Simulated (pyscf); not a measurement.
Structures and frequencies: ωB97X-D3(BJ)/def2-SVP in PySCF. MP2 and CC: frozen core, UHF for open shells. ΔMP2 is the change of the MP2 total energy from the triple- to the quadruple-zeta basis.

### Question
Estimate by transition-state theory the rate constant of H₃C–NH₂ + CH₃• → H₃C–CH₃ + NH₂• (doublet surface; C–N broken, C–C formed) at 900 K, with CCSD(T)/def2-TZVPP + ΔMP2(QZVPP) energies (ideal gas, 1 atm, RRHO with modes under 100 cm⁻¹ raised to 100, one conformer, R ln 2 for chiral ones without a mode under 150 cm⁻¹; no tunnelling).

### Answer
The electronic barrier is 44.5 kcal/mol and the thermal terms add +28.8, so ΔG‡ = 73.4 kcal/mol. With k_BT/h = 1.88e+13 s⁻¹ and RT = 1.788 kcal/mol, and a volume of 1.23e-19 cm³ per molecule at 1 atm, k = 3.5e-24 cm³ molecule⁻¹ s⁻¹. Wigner's tunnelling factor for 1304i cm⁻¹ would be 1.18. A shift of 1 kcal/mol in the barrier changes k by a factor 1.7. One saddle was located; it need not be the lowest between these sides. The angle at the attacked C is 178°. The CCSD(T) − MP2 part came from Ansatz, without density fitting, on the same reference. A UHF reference is spin-contaminated (<S²> up to 0.91), which harms MP2 most.
